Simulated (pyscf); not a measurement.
Four-centre exchange: `[SiH3][O][AsH2]` + `[SiH4]` → `[SiH3][O][AsH][SiH3]` + `[H][H]`

Gas phase, singlet surface, charge 0. Bonds broken: As1–H4, Si9–H10. Bonds formed: As1–Si9, H4–H10. Optimised with ωB97X-D3(BJ)/def2-SVP in PySCF.

Transition state (Å):

```xyz
13

As    -1.1724    -1.0245     1.5120
O     -0.1185    -1.4969     0.1559
Si     0.6044    -0.5705    -1.0263
H     -2.1292    -0.0068     0.5118
H     -1.0443    -2.4436     2.1318
H      1.3259     0.5737    -0.3918
H      1.5728    -1.4496    -1.7337
H     -0.3915    -0.0347    -1.9971
Si    -0.3923     1.4105     1.8072
H     -1.4790     0.8732     0.4070
H     -1.5123     1.8257     2.7027
H      0.8139     1.0988     2.6389
H      0.0604     2.5664     0.9693
```

One imaginary mode, 1601i cm⁻¹; descent along it reached the two sides named.

| bond | change | reactant side (Å) | saddle | product side |
|---|---|---|---|---|
| As1–H4 | breaks | 1.531 | 1.718 | 3.2 |
| Si9–H10 | breaks | 1.492 | 1.852 | 3.8 |
| As1–Si9 | forms | 3.9 | 2.574 | 2.362 |
| H4–H10 | forms | 2.9 | 1.099 | 0.760 |

Electronic energies relative to the separated reactants (eV):

| level | barrier | reaction energy | reverse barrier |
|---|---|---|---|
| ωB97X-D3(BJ)/def2-TZVP | 2.56 | -0.11 | 2.67 |
| PBE/def2-TZVP | 2.18 | -0.01 | 2.20 |
| r²SCAN/def2-TZVP | 2.34 | -0.01 | 2.35 |
| B3LYP-D3(BJ)/def2-TZVP | 2.52 | +0.02 | 2.50 |
| PBE0-D3(BJ)/def2-TZVP | 2.32 | -0.02 | 2.34 |
| M06-2X/def2-TZVP | 2.67 | +0.02 | 2.65 |
| ωB97M-D3(BJ)/def2-TZVP | 2.70 | +0.10 | 2.61 |
| HF/def2-TZVP | 3.93 | +0.34 | 3.59 |

With ωB97M-D3(BJ)/def2-TZVP energies and thermal terms (ideal gas, 1 atm, RRHO with modes under 100 cm⁻¹ raised to 100, one conformer, R ln 2 for chiral ones without a mode under 150 cm⁻¹), in eV:

| T (K) | ΔH‡ | ΔG‡ | ΔH | ΔG |
|---|---|---|---|---|
| 298 | 2.63 | 3.10 | +0.04 | +0.10 |
| 600 | 2.66 | 3.57 | +0.11 | +0.14 |
| 900 | 2.70 | 4.01 | +0.15 | +0.14 |
| 1200 | 2.74 | 4.45 | +0.18 | +0.13 |

The same reactants have a lower exit, to AsH₃ + H₃Si–O–SiH₃ (barrier +1.26 eV at ωB97M-D3(BJ)/def2-TZVP, against +2.70 eV here). H₃Si–O–AsH₂ lies 0.46 eV over its isomer HO–SiH₂–AsH₂ (electronic energy, ωB97M-D3(BJ)/def2-TZVP). H₃Si–O–AsH–SiH₃ lies 1.41 eV over its isomer H₃Si–O–SiH₂–AsH₂ (electronic energy, ωB97M-D3(BJ)/def2-TZVP). One saddle was located; it need not be the lowest between these sides. Elements up to Kr have no core potential and no relativistic terms here.
